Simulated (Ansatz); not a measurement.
# One shape, several levels: triplet NH3

Aim: a comparison of 6 runs (UHF/STO-3G, UBLYP/def2-TZVPPD, UHSE06/def2-TZVPPD, UPBE-QIDH/def2-TZVPPD, USVWN5/def2-TZVPPD, RPA@PBE/def2-TZVPPD) of triplet NH3. 

The results are computed with Ansatz 0.2.0.

29 further runs of the same task are left out: 29 set aside as unsound or not needed.

### Step 1. Starting point

The species is NH3 (4 atoms), meant as a triplet with charge 0. As SMILES of the parent species, `N`. The coordinates come from a PBE0-D4/def2-TZVP relaxation. That shape belongs to the parent species and isn't relaxed for this state.

Bond lengths: N1–H2 1.013 Å, N1–H3 1.013 Å, N1–H4 1.013 Å. Angles: H2–N1–H3 107.1°, H2–N1–H4 107.1°, H3–N1–H4 107.1°.

### Step 2. A single-point energy at UHF/STO-3G (run 1)

File run.yaml:

```yaml
crystal:
  periodic: [false, false, false]
  atoms:
    - symbol: "N"
      position_ang: [-0.069910, 0.249470, 0.110930]
    - symbol: H
      position_ang: [0.490470, -0.301820, 0.749180]
    - symbol: H
      position_ang: [-0.887480, -0.301940, -0.118910]
    - symbol: H
      position_ang: [0.466920, 0.354280, -0.741200]
basis:
  gaussian: {orbitals: STO-3G}
magnetization: {spin_polarized: true, initial_magnetization: 2}
hamiltonian: {xc: hf}
accuracy: high
output: {orbitals: {seedname: orbitals}}
```

Launch:

```sh
$ ansatz run run.yaml --threads 1 --pin off --max-ram 3480MiB --events-out events.jsonl --progress --plain --runs-dir runs
```

The log of the run:

```text
Warning: RAYON_NUM_THREADS=1 ignored (pool sized by the plan → 1); use --threads N
Functional definition: HF
  name "HF"
  exchange = exact_x
  correlation = 0
108 factors; integrals over basis functions are off by at most 1.1e-8 eV
mean field evaluation 1: about -1495.8359 eV, gradient 2.8e0 eV
mean field evaluation 2: about -1495.9624 eV, gradient 2.8e0 eV
mean field evaluation 4: about -1496.0546 eV, gradient 6.0e-1 eV
mean field evaluation 8: about -1496.0616 eV, gradient 1.9e-6 eV
mean field evaluation 16: about -1495.5355 eV, gradient 4.2e0 eV
mean field evaluation 32: about -1495.3418 eV, gradient 1.3e0 eV
mean field evaluation 64: about -1495.1743 eV, gradient 7.1e-1 eV
mean field -1496.06162150 eV, -54.9792505230 hartree, gradient 2.1e-8 eV, S^2 2.002866; 2 other end points of the search recorded, 0 dependent functions left out
reference -1496.06162150 eV, -54.9792505230 hartree; 6, 4 occupied and 2, 4 virtual orbitals, 108 factors
Total energy: -1496.06162150 eV, -54.9792505230 hartree
```

Wall time 0.08 s (1 thread of Arm Neoverse V1, shared host).

### Step 3. A single-point energy at UBLYP/def2-TZVPPD (run 2)

File job.yaml:

```yaml
crystal:
  periodic: [false, false, false]
  atoms:
    - symbol: N
      position_ang: [-0.069910, 0.249470, 0.110930]
    - symbol: H
      position_ang: [0.490470, -0.301820, 0.749180]
    - symbol: H
      position_ang: [-0.887480, -0.301940, -0.118910]
    - symbol: H
      position_ang: [0.466920, 0.354280, -0.741200]
basis:
  gaussian: {orbitals: def2-TZVPPD.json}
magnetization: {spin_polarized: true, initial_magnetization: 2}
hamiltonian: {xc: {name: BLYP}}
accuracy: high
output: {orbitals: {seedname: orbitals}}
```

The basis set def2-TZVPPD is read from a file made from the Basis Set Exchange's data (not shown).

Launch:

```sh
$ ansatz run job.yaml --threads 1 --pin off --max-ram 3480MiB --events-out events.jsonl --progress --plain --runs-dir runs
```

The log of the run:

```text
Warning: RAYON_NUM_THREADS=1 ignored (pool sized by the plan → 1); use --threads N
Functional definition: BLYP
  name "BLYP"
  parameter beta = 0.0042
  parameter a = 0.04918
  parameter b = 0.132
  parameter c = 0.2533
  parameter d = 0.349
  exchange = b88_x(beta = beta)
  correlation = lyp_c(a = a, b = b, c = c, d = d)
1413 factors; integrals over basis functions are off by at most 3.1e-9 eV
mean field evaluation 1: about -1529.8670 eV, gradient 2.8e1 eV
mean field evaluation 2: about -1526.5339 eV, gradient 3.9e1 eV
mean field evaluation 4: about -1532.9083 eV, gradient 1.1e0 eV
mean field evaluation 8: about -1532.9133 eV, gradient 5.1e-3 eV
mean field evaluation 16: about -1532.9133 eV, gradient 1.5e-6 eV
mean field -1532.91327644 eV, -56.3335238634 hartree, gradient 9.6e-8 eV, S^2 2.001575; 0 other end points of the search recorded, 0 dependent functions left out
reference -1532.91331392 eV, -56.3335252404 hartree; 6, 4 occupied and 82, 84 virtual orbitals, 1413 factors
Total energy: -1532.91331392 eV, -56.3335252404 hartree
```

Wall time 3.3 s (1 thread of Arm Neoverse V1, shared host); peak memory 0.17 GiB.

Runs 3 to 5 aren't shown in full; the table further down has their settings and results.

### Step 4. A single-point energy at RPA@PBE/def2-TZVPPD (run 6)

File molecule.yaml:

```yaml
crystal:
  periodic: [false, false, false]
  atoms:
    - {symbol: "N", position_ang: [-0.069910, 0.249470, 0.110930]}
    - {symbol: H, position_ang: [0.490470, -0.301820, 0.749180]}
    - {symbol: H, position_ang: [-0.887480, -0.301940, -0.118910]}
    - {symbol: H, position_ang: [0.466920, 0.354280, -0.741200]}
basis:
  gaussian:
    orbitals: def2-TZVPPD.json
magnetization:
  spin_polarized: true
  initial_magnetization: 2
hamiltonian:
  xc: {name: PBE}
correlation:
  method: rpa
  frozen_orbitals: {H: 0, "N": 1}
accuracy: high
```

The basis set def2-TZVPPD is read from a file made from the Basis Set Exchange's data (not shown).

Launch:

```sh
$ ansatz run molecule.yaml --threads 1 --pin off --max-ram 3480MiB --events-out events.jsonl --progress --plain --runs-dir runs
```

The log of the run:

```text
Warning: RAYON_NUM_THREADS=1 ignored (pool sized by the plan → 1); use --threads N
Functional definition: PBE
  name "PBE"
  parameter kappa = 0.804
  parameter beta = 0.06672455060314922
  exchange = pbe_x(kappa = kappa, mu = beta*pi^2/3)
  correlation = pbe_c(beta = beta)
1413 factors; integrals over basis functions are off by at most 3.1e-9 eV
mean field evaluation 1: about -1528.7943 eV, gradient 2.6e1 eV
mean field evaluation 2: about -1528.7943 eV, gradient 2.6e1 eV
mean field evaluation 4: about -1531.4816 eV, gradient 2.9e0 eV
mean field evaluation 8: about -1531.5188 eV, gradient 1.2e-2 eV
mean field evaluation 16: about -1531.5188 eV, gradient 9.9e-7 eV
mean field -1531.51878709 eV, -56.2822773249 hartree, gradient 2.5e-8 eV, S^2 2.001722; 0 other end points of the search recorded, 0 dependent functions left out
1 core orbitals not correlated: weight in the atoms' cores, before any rotation towards them, 1.000 or more for the frozen orbitals, at most 0.000 for the correlated occupied ones
reference -1524.16248874 eV, -56.0119383468 hartree; 5, 3 occupied and 82, 84 virtual orbitals, 1413 factors
Total energy: -1533.89727009 eV, -56.3696849627 hartree
```

Run time: 6 s. Hardware: 1 thread of Arm Neoverse V1, shared host; peak memory 0.25 GiB.

### Step 5. The series

```tsv
run	level	frozen core orbitals	energy (Eh)	⟨S²⟩	wall time
1	UHF/STO-3G	–	-54.979251	2.003	0.08 s
2	UBLYP/def2-TZVPPD	–	-56.333525	2.002	3.3 s
3	UHSE06/def2-TZVPPD	–	-56.284135	2.002	4.2 s
4	UPBE-QIDH/def2-TZVPPD	1	-56.275692	2.004	4.5 s
5	USVWN5/def2-TZVPPD	–	-55.867380	2.001	2 s
6	RPA@PBE/def2-TZVPPD	1	-56.369685	2.002	6 s
```

### Step 6. What came out

```
                                quantity         value
                     run 6: total energy  -56.36968 Eh
 run 6: RPA correlation energy (valence)    -357.7 mEh
run 6: ⟨S²⟩ of the reference determinant         2.002
```

**Reading.** Totals of different functionals can't be ranked against each other. In run 1 the basis is minimal, so the values are rough. All runs together took 20 s, the longest 6 s.
